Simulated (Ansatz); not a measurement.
Molecule: difluoromethane, CH₂F₂ (charge 0, singlet). SMILES: FCF
Geometry: optimised at B3LYP-D3(BJ)/def2-TZVP (Ansatz, a first-principles code).

Wanted: atomisation energy, in kcal/mol. Conventions: valence correlation only; non-relativistic; open shells spin-unrestricted; six Cartesian d functions in 6-31G* and its kin unless marked 5d; dispersion terms only where a functional's name holds one; atomisation electronic, to ground-state atoms; spin-orbit terms left out. CBS marks a two-point X^-3 extrapolation of the correlation energy; Hartree-Fock from the larger set. Ab initio and DFT rows: single points at B3LYP-D3(BJ) geometries (Ansatz).

```json
[
 {"species": "FCF", "coefficient": "-1", "E at B3LYP/6-31G* (Ansatz), Eh": "-238.97313", "E at PBE/def2-TZVPD (Ansatz), Eh": "-238.85406"},
 {"species": "C atom", "coefficient": "+1", "E at B3LYP/6-31G* (Ansatz), Eh": "-37.84628", "E at PBE/def2-TZVPD (Ansatz), Eh": "-37.79605"},
 {"species": "F atom", "coefficient": "+2", "E at B3LYP/6-31G* (Ansatz), Eh": "-99.71553", "E at PBE/def2-TZVPD (Ansatz), Eh": "-99.67049"},
 {"species": "H atom", "coefficient": "+2", "E at B3LYP/6-31G* (Ansatz), Eh": "-0.50027", "E at PBE/def2-TZVPD (Ansatz), Eh": "-0.49962"}
]
```

Coupled cluster (Ansatz) is a level with limits of its own, used here on species with T1 under 0.025 (0.045 for open shells) and stable references: CCSD(T)/CBS(cc-pVTZ,cc-pVQZ). Value to compare with, CCSD(T)/CBS(cc-pVTZ,cc-pVQZ) (Ansatz): 437.1 kcal/mol. 1 Eh = 627.5095 kcal/mol.

Task: Compute it at each level from the table, and compare with CCSD(T)/CBS(cc-pVTZ,cc-pVQZ) (Ansatz).

Result: 
- B3LYP/6-31G*: the sum of coefficient times E is 0.69525 Eh, or 436.28 kcal/mol. Result: 436.3 kcal/mol. Its difference against CCSD(T)/CBS(cc-pVTZ,cc-pVQZ) (Ansatz) is -0.8 kcal/mol.
- PBE/def2-TZVPD: the sum of coefficient times E is 0.71779 Eh, or 450.42 kcal/mol. Result: 450.4 kcal/mol. Its difference against CCSD(T)/CBS(cc-pVTZ,cc-pVQZ) (Ansatz) is 13.3 kcal/mol.
